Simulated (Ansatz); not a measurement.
Basis sets compared for [SiH3]- (SiH₃⁻). The state is a singlet with charge -1. Geometry PBE0-D4/def2-TZVPD. Ansatz on 4 threads of Arm Neoverse V1 on a shared host; times are rough, and most runs start from earlier orbitals.

```csv
atom,x (Å),y (Å),z (Å)
Si1,0.071,0.359,-0.502
H2,-1.314,0.070,0.121
H3,0.730,0.693,0.855
H4,0.512,-1.122,-0.473
```

At HF/STO-3G, PBE-D4/def2-SVPD, PBE-D4/def2-TZVPD, PBE0-D4/def2-SVPD and others the highest occupied level of the charge -1 singlet lies above zero (up to 3.22 eV). In Hartree–Fock with STO-3G the lack of diffuse functions raises the level. By energy differences its removal costs 1.83 eV (vertical, to the charge 0 doublet, at CCSD(T)/def2-TZVPPD).

| level | functions | energy (Eh) | HOMO (eV) | LUMO (eV) | wall time |
| --- | --- | --- | --- | --- | --- |
| HF/STO-3G | 12 | -287.0982 | 3.22 | 22.37 | 0.05 s |
| HF/6-31G | 19 | -290.5735 | -1.58 | 10.05 | 0.1 s |
| PBE-D4/def2-SVPD | 48 | -291.0209 | 1.42 | 4.70 | 0.2 s |
| PBE0-D4/def2-SVPD | 48 | -291.0517 | 0.47 | 5.23 | 0.2 s |

Q: Estimate the rows for HF/def2-TZVPD, PBE-D4/def2-TZVPD, PBE0-D4/def2-TZVPD.

A: 
| level | functions | energy (Eh) | HOMO (eV) | LUMO (eV) | wall time |
| --- | --- | --- | --- | --- | --- |
| HF/def2-TZVPD | 70 | -290.6406 | -1.82 | 6.25 | 0.1 s |
| PBE-D4/def2-TZVPD | 70 | -291.1266 | 1.14 | 4.21 | 0.25 s |
| PBE0-D4/def2-TZVPD | 70 | -291.1555 | 0.23 | 4.71 | 0.3 s |
